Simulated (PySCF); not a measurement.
Molecule: SMILES p12p3p1p32, P₄.

Molfile (atoms numbered from 1):
```
P4
     RDKit          3D

  4  6  0  0  0  0  0  0  0  0999 V2000
    1.2076   -0.2759   -0.4938 P   0  0  0  0  0  0  0  0  0  0  0  0
   -0.4189    1.2057   -0.5016 P   0  0  0  0  0  0  0  0  0  0  0  0
   -0.8883   -0.9438   -0.4369 P   0  0  0  0  0  0  0  0  0  0  0  0
    0.0008    0.0421    1.3180 P   0  0  0  0  0  0  0  0  0  0  0  0
  1  2  1  0
  2  3  1  0
  3  4  1  0
  3  1  1  0
  4  1  1  0
  4  2  1  0
M  END
```

Geometry PBE0-D3(BJ)/def2-SVP throughout; GIAO in PySCF 2.14.0 with density-fitted response routines, gas phase, one conformer, non-relativistic; equivalent atoms averaged; basis pcSseg-2.

For orientation, B97-2 gives these absolute shieldings σ: P1/P2/P3/P4 866.8 ppm.

A run gave: P1/P2/P3/P4 868.2 ppm (absolute shieldings σ).

Which functional was used in that run?
A. BHandHLYP
B. WP04
C. LC-wPBE
D. CAM-B3LYP

Answers

D. P1/P2/P3/P4 tells them apart best: CAM-B3LYP gives 868.2, LC-wPBE gives 888.3, BHandHLYP gives 880.8, WP04 gives 805.2 ppm.
